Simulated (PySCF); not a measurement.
# UPBE/STO-3G run of BF2 (SMILES F[B]F)

What is the vertical ionisation energy of BF2 at UPBE/STO-3G? Input form: a Python script.

Program for the calculation: PySCF 2.14.0.

13 further runs of the same task are left out: 4 that didn't finish, 9 set aside as unsound or not needed.

## 1. Starting point

BF2: 3 atoms, total charge 0, spin state doublet. SMILES: `F[B]F`. Geometry: relaxed at PBE0-D4/def2-TZVP.

Bond lengths: F1–B2 1.306 Å, B2–F3 1.306 Å. Angles: F1–B2–F3 121.1°.

## 2. A single-point energy at UPBE/STO-3G

The input, job.py:

```python
# F[B]F
from pyscf import gto, dft

system = gto.M(
    atom='F 0.513100 -1.044300 0.160000; B 0.279000 0.240500 0.181300; F -0.802900 0.738900 -0.354600',
    basis='sto-3g',
    spin=1,
    charge=0,
    max_memory=1860,
    verbose=4,
)

calc0 = dft.UKS(system)
calc0.xc = 'pbe'
calc0.conv_tol = 1e-10
calc0.grids.level = 5
calc0.kernel()
if not calc0.converged:
    calc0 = calc0.newton().run(calc0.mo_coeff, calc0.mo_occ)

etot = calc0.e_tot
print(f'total energy: {etot:.8f} hartree')
```

Run with:

```sh
$ OMP_NUM_THREADS=1 python job.py
```

Output:

```text
PySCF version 2.14.0

[INPUT] num. atoms = 3
[INPUT] num. electrons = 23
[INPUT] charge = 0
[INPUT] spin (= nelec alpha-beta = 2S) = 1
[INPUT] symmetry False subgroup None
[INPUT] Mole.unit = angstrom
[INPUT] Symbol           X                Y                Z      unit          X                Y                Z       unit  Magmom
[INPUT]  1 F      0.513100000000  -1.044300000000   0.160000000000 AA    0.969618474514  -1.973440991883   0.302356179930 Bohr   0.0
[INPUT]  2 B      0.279000000000   0.240500000000   0.181300000000 AA    0.527233588754   0.454479132958   0.342607346384 Bohr   0.0
[INPUT]  3 F     -0.802900000000   0.738900000000  -0.354600000000 AA   -1.517261105413   1.396318633441  -0.670096883771 Bohr   0.0

nuclear repulsion = 55.302284323941
number of shells = 9
number of NR pGTOs = 45
number of NR cGTOs = 15
basis = sto-3g
ecp = {}

******** <class 'pyscf.dft.uks.UKS'> ********
method = UKS
initial guess = minao
damping factor = 0
level_shift factor = 0
DIIS = <class 'pyscf.scf.diis.CDIIS'>
diis_start_cycle = 1
diis_space = 8
diis_damp = 0
SCF conv_tol = 1e-10
SCF conv_tol_grad = None
SCF max_cycles = 50
direct_scf = True
direct_scf_tol = 1e-13
number electrons alpha = 12  beta = 11
XC library pyscf.dft.libxc version 7.0.0
    S. Lehtola, C. Steigemann, M. J.T. Oliveira, and M. A.L. Marques.,  SoftwareX 7, 1–5 (2018)
XC functionals = pbe
    J. P. Perdew, K. Burke, and M. Ernzerhof.,  Phys. Rev. Lett. 77, 3865 (1996)
    J. P. Perdew, K. Burke, and M. Ernzerhof.,  Phys. Rev. Lett. 78, 1396 (1997)
    J. P. Perdew, K. Burke, and M. Ernzerhof.,  Phys. Rev. Lett. 77, 3865 (1996)
    J. P. Perdew, K. Burke, and M. Ernzerhof.,  Phys. Rev. Lett. 78, 1396 (1997)
radial grids:
    Treutler-Ahlrichs [JCP 102, 346 (1995); DOI:10.1063/1.469408] (M4) radial grids

becke partition: Becke, JCP 88, 2547 (1988); DOI:10.1063/1.454033
pruning grids: <function nwchem_prune>
grids dens level: 5
symmetrized grids: False
atomic radii adjust function: <function treutler_atomic_radii_adjust>
small_rho_cutoff = 0
Set gradient conv threshold to 1e-05
tot grids = 130920
init E= -221.400340770039
[... the frontier-level lines of each cycle are left out ...]


cycle= 1 E= -221.042237895761  delta_E= 0.358  |g|= 0.311  |ddm|= 1.72
cycle= 2 E= -220.839379272702  delta_E= 0.203  |g|= 0.671  |ddm|= 1.12
cycle= 3 E= -221.115592282288  delta_E= -0.276  |g|= 0.0107  |ddm|= 0.725
cycle= 4 E= -221.115665670004  delta_E= -7.34e-05  |g|= 0.00196  |ddm|= 0.0131
cycle= 5 E= -221.115668559379  delta_E= -2.89e-06  |g|= 0.00033  |ddm|= 0.00295
cycle= 6 E= -221.115668561098  delta_E= -1.72e-09  |g|= 0.000354  |ddm|= 0.000835
cycle= 7 E= -221.115668648237  delta_E= -8.71e-08  |g|= 2.32e-05  |ddm|= 0.000478
cycle= 8 E= -221.115668648636  delta_E= -3.99e-10  |g|= 1.26e-06  |ddm|= 3.22e-05
cycle= 9 E= -221.115668648637  delta_E= -6.82e-13  |g|= 2.42e-07  |ddm|= 1.53e-06
Extra cycle  E= -221.115668648637  delta_E= -2.84e-13  |g|= 4.02e-07  |ddm|= 7.76e-07
converged SCF energy = -221.115668648637  <S^2> = 0.75195347  2S+1 = 2.0019525
total energy: -221.11566865 hartree
```

Wall time 2.2 s (1 thread of Arm Neoverse V2, shared host); peak memory 0.19 GiB.

## 3. The singlet cation

The input, run.py:

```python
from pyscf import gto, dft

system = gto.M(
    atom='F 0.513100 -1.044300 0.160000; B 0.279000 0.240500 0.181300; F -0.802900 0.738900 -0.354600',
    max_memory=1860,
    charge=1,
    basis='sto-3g',
    verbose=3,
    spin=0,
)

mf = dft.RKS(system, xc='pbe')
mf.grids.level = 5
mf.conv_tol = 1e-10
mf.kernel()
if not mf.converged:
    mf = mf.newton().run(mf.mo_coeff, mf.mo_occ)

etot = mf.e_tot
print('E = %.10f Eh' % etot)
```

Run with:

```sh
$ OMP_NUM_THREADS=1 python run.py
```

Output:

```text
converged SCF energy = -220.878658061034
E = -220.8786580610 Eh
```

It took 1.6 s on 1 thread of Arm Neoverse V2, shared host; peak memory 0.18 GiB.

## 4. What came out

At UPBE/STO-3G:

```
                                          quantity          value
                         doublet BF2: total energy  -221.11567 Eh
                        doublet BF2: dipole moment         0.42 D
   doublet BF2: HOMO energy (highest over α and β)       -0.60 eV
    doublet BF2: LUMO energy (lowest over α and β)        1.83 eV
                                 doublet BF2: ⟨S²⟩          0.752
                      singlet cation: total energy  -220.87866 Eh
                       singlet cation: HOMO energy      -16.50 eV
                       singlet cation: LUMO energy      -12.02 eV
                     singlet cation: HOMO–LUMO gap        4.48 eV
vertical ionisation energy (to the singlet cation)       6.449 eV
```

In words: Removing an electron at fixed nuclei costs 6.45 eV (149 kcal/mol). Only the singlet of the ionised species was computed; a triplet could lie lower. In a minimal basis such a difference can be off by several eV, whatever the method. Mulliken charges (singlet cation) run from +0.14 on F1 to +0.73 on B2.
